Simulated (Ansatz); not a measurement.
# SO+ (quartet): the correlation ladder, def2-TZVPP

An exercise on one series of results from a longer session: the logs are not shown, and one member is left open.

Program: Ansatz 0.2.0, Gaussian basis. Level of theory: def2-TZVPP, core rule «outside noble gas», up to 6 orbitals frozen. These are calculated values, not measurements.

Plan: UHF; ROHF; CCSD(T) on UHF.

## What is computed

The geometry is a PBE0/def2-TZVP stationary point (not a proven minimum).

2 atoms, charge 1, spin multiplicity 4.

Atoms are counted from 1 here; the program's logs count them from 0.

Bond lengths: O1–S2 1.643 Å.

Set-up of the first run:

Input file in.yaml:

```yaml
crystal:
  periodic: [false, false, false]
  atoms:
    - {symbol: O, position_ang: [0.000000, 0.000000, 0.000000]}
    - {symbol: S, position_ang: [0.000000, 0.000000, 1.642500]}
basis:
  gaussian: {orbitals: def2-TZVPP}
total_charge: 1
magnetization: {spin_polarized: true, initial_magnetization: 3}
hamiltonian: {xc: hf}
output: {orbitals: {seedname: orbitals}}
```

Launch:

```
> ansatz run in.yaml --threads 1 --pin off --events-out ev --progress --plain --max-ram 2816MiB --backend cpu
```

Steps of the session up to this table: UHF; ROHF; CCSD(T) on UHF.

One of the session's tables, all rows but one given; the rest of the session is left out.

```
  method  from UCCSD(T) (meV)
    ROHF              +9652.3
     UHF              +9253.4
    UMP2              +1249.5
   UCCSD                    ?
UCCSD(T)                    0
```

Q: Estimate the row for UCCSD from the others.

**Answer.** from UCCSD(T) (meV): +373.5. In the column «from UCCSD(T) (meV)» it lies between UCCSD(T) (0) and UMP2 (+1249.5).
